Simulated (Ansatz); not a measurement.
Geometry optimisation, RKS BHLYP-D4/def2-SVP in Ansatz.

input.yaml

```yaml
crystal:
  periodic: [false, false, false]
  atoms:
    - { symbol: Si, position_ang: [0.004267, 0.173309, -1.081124] }
    - { symbol: H, position_ang: [1.049231, 0.076025, 1.361899] }
    - { symbol: H, position_ang: [1.633568, -0.12254, 0.998614] }
    - { symbol: H, position_ang: [-0.812695, 0.993792, -0.089098] }
    - { symbol: C, position_ang: [-0.844301, -1.487733, -0.707228] }
    - { symbol: H, position_ang: [-1.018431, -1.709091, 0.349954] }
    - { symbol: H, position_ang: [-1.836482, -1.415084, -1.179473] }
    - { symbol: H, position_ang: [-0.327758, -2.32868, -1.174745] }
basis:
  gaussian: { orbitals: def2-SVP }
hamiltonian:
  xc: { name: BHLYP }
  dispersion: d4
relax:
  f_tol: 0.03
  max_steps: 50
```

Run as:

```bash
$ ansatz run input.yaml --threads 1 --pin off --max-ram 2048MiB --backend cpu --events-out ev --progress --plain --runs-dir out
```

Where does it end, and by what steps?

It converged. After 7 steps the energy has fallen by 0.100 eV; H3 moved furthest, 0.43 Å.

| step | energy less start (eV) | largest force component (eV/Å) | accepted |
| --- | --- | --- | --- |
| 0 | 0.0000 | 1.377 | yes |
| 1 | -0.0582 | 0.175 | yes |
| 2 | -0.0890 | 0.252 | yes |
| 3 | -0.0711 | 0.438 | no |
| 4 | -0.0983 | 0.122 | yes |
| 5 | -0.0995 | 0.036 | yes |
| 6 | -0.0994 | 0.040 | no |
| 7 | -0.0997 | 0.008 | yes |

```xyz
8
Properties=species:S:1:pos:R:3
Si 0.154 0.180 -0.838
H 0.800 -0.062 1.089
H 1.426 -0.084 0.626
H -0.700 1.023 0.090
C -0.787 -1.474 -0.619
H -1.122 -1.718 0.392
H -1.692 -1.363 -1.233
H -0.231 -2.322 -1.028
```

Run time: 13 s on 1 thread of Arm Neoverse V1, with other jobs on the host, peak memory 0.11 GiB.
